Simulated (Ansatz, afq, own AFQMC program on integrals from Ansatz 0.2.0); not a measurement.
**Where AFQMC and coupled cluster stand for GeH2, singlet**

```xyz
3

Ge   -0.5707    0.4056   -0.2640
H     0.7845    0.7455    0.5100
H    -0.2138   -1.1511   -0.2460
```

Basis def2-TZVP. Noble-gas cores (and the filled d shells of Ga–Kr and In–Xe) are frozen. Ansatz 0.2.0 and our own AFQMC program on the same integrals; the CISD trial comes from CCSD amplitudes, and released means the phaseless constraint is let go. Error bars are statistical, one sigma. No spin–orbit coupling.

Determinant: UHF, the one that the program's search chose, which needn't be the lowest solution. The geometry is a PBE0/def2-SVP stationary point of this or a neighbouring charge and spin state.

No full CI on the walks' own integrals is used here; CCSDTQ serves as the reference and is uncertain by about the last step of the cluster series.

Cautions: no relativity below Rb; no spin-orbit coupling; inner d shell frozen; an unrestricted solution with more broken spin lies lower (35 meV, ⟨S²⟩ 0.25), while this determinant keeps restricted orbitals.

The T1 diagnostic is 0.0135. The weight of the determinant in the CISD state is 0.913. The ⟨S²⟩ of the determinant is 0.000. The size of the correlated space is 6 electrons in 46 orbitals.

Reference: CCSDTQ, correlation energy -3.458 eV. The released energy is read at 2.40 1/Eh (meV from the phaseless value at times in 1/Eh: -2.2 ± 1.4 at 0.24, -2.8 ± 1.5 at 0.51, -3.8 ± 1.2 at 0.99, -5.0 ± 1.1 at 1.62, -6.2 ± 0.9 at 2.40).

```
         level  E − E(reference) (kcal/mol)  share of correlation (%)
            HF                        79.74                      0.00
           MP2                        18.46                     76.85
          CCSD                         2.38                     97.01
       CCSD(T)                         0.48                     99.40
         CCSDT                         0.08                     99.90
      CCSDT(Q)                         0.01                     99.98
 ph-AFQMC/CISD                  0.12 ± 0.04                     99.84
released AFQMC                 -0.02 ± 0.02                    100.02
```

CCSDT and higher add their correlation energy to the determinant of the CCSD(T) run, since their own runs factorise the integrals more tightly (a shift of under 2 meV). A walk keeps the symmetry of its determinant, which the program's search chose and which needn't be the lowest solution, so a lower state of the same spin and another symmetry isn't excluded. Released energies are given only where the last usable release times agree within the noise; a slower fall can still hide under it.
